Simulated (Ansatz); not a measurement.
# SiCl (doublet): wave-function methods side by side, cc-pVDZ

The task here is to estimate one member of a computed series from the others.

Program: Ansatz 0.2.0, Gaussian basis. Level of theory: cc-pVDZ, core rule «outside noble gas», up to 10 orbitals frozen. These are calculated values, not measurements.

To be run: UHF; CCSD(T) on ROHF; CCSD(T) on UHF; BCCD(T) on ROHF; CISD as a restricted active space (open shells left free, so some higher excitations enter); CCSDT(Q) on ROHF; CCSDT(Q) on UHF; CASSCF and MRCISD+Q, 11 electrons in 8 orbitals; CASSCF and NEVPT2, 11 electrons in 8 orbitals.

9 further runs of the same task are left out: 3 that didn't finish, 6 set aside as unsound or not needed. Runs told in other sessions of the task aren't counted.

## The system

The geometry is a PBE0/def2-TZVP stationary point (not a proven minimum).

2 atoms, charge 0, spin multiplicity 2.

Atoms are counted from 1 here; the program's logs count them from 0.

Bond lengths: Si1–Cl2 2.067 Å.

Coordinates:

```xyz
2

Si    0.0000    0.0000    0.0000
Cl    0.0000    0.0000    2.0671
```

The first run:

Contents of in.yaml:

```yaml
crystal:
  periodic: [false, false, false]
  atoms:
    - {symbol: Si, position_ang: [0.000000, 0.000000, 0.000000]}
    - {symbol: Cl, position_ang: [0.000000, 0.000000, 2.067100]}
basis:
  gaussian: {orbitals: cc-pVDZ}
magnetization: {spin_polarized: true, initial_magnetization: 1}
hamiltonian: {xc: hf}
output: {orbitals: {seedname: orbitals}}
```

Started as:

```sh
$ ansatz run in.yaml --threads 1 --pin off --events-out ev --progress --plain --max-ram 2393MiB
```

Among the steps run: UHF; CCSD(T) on ROHF; CCSD(T) on UHF; BCCD(T) on ROHF; CISD as a restricted active space (open shells left free, so some higher excitations enter); CCSDT(Q) on ROHF; CCSDT(Q) on UHF; CASSCF and MRCISD+Q, 11 electrons in 8 orbitals; CASSCF and NEVPT2, 11 electrons in 8 orbitals.

One table of the session follows, with a row left open; its other results are not shown here.

It belongs to the step «Misses and costs». 

| method | from UCCSDT(Q) (meV) |
| --- | --- |
| ROHF | +6294.4 |
| UHF | +6174.2 |
| RMP2 | +917.4 |
| UMP2 | +932.0 |
| CISD | +656.6 |
| RCCSD | +193.1 |
| UCCSD | +190.2 |
| RCCSD(T) | +34.5 |
| UCCSD(T) | +34.7 |
| BCCD(T) | +33.9 |
| RCCSDT | ? |
| UCCSDT | +13.7 |
| RCCSDT(Q) | +1.7 |
| UCCSDT(Q) | 0 |
| CASSCF valence | +5411.9 |
| NEVPT2 valence | +1169.9 |
| MRCISD valence | +454.3 |
| MRCISD+Q valence | +25.2 |

Q: Estimate the row for RCCSDT from the others.

As computed: from UCCSDT(Q) (meV): +13.8. In the column «from UCCSDT(Q) (meV)» it lies between UCCSDT (+13.7) and MRCISD+Q valence (+25.2).

With the free atoms at the same levels and basis (separate runs), the atomisation energy is 3.729 eV at UCCSDT(Q), 3.717 eV at RCCSD(T), 3.715 eV at UCCSD(T), 2.908 eV at ROHF.

Limits of these values: Restricted and unrestricted rows rest on different reference determinants; a gap between their highest levels can come from leftover correlation error, from unlike frozen cores or from another state.
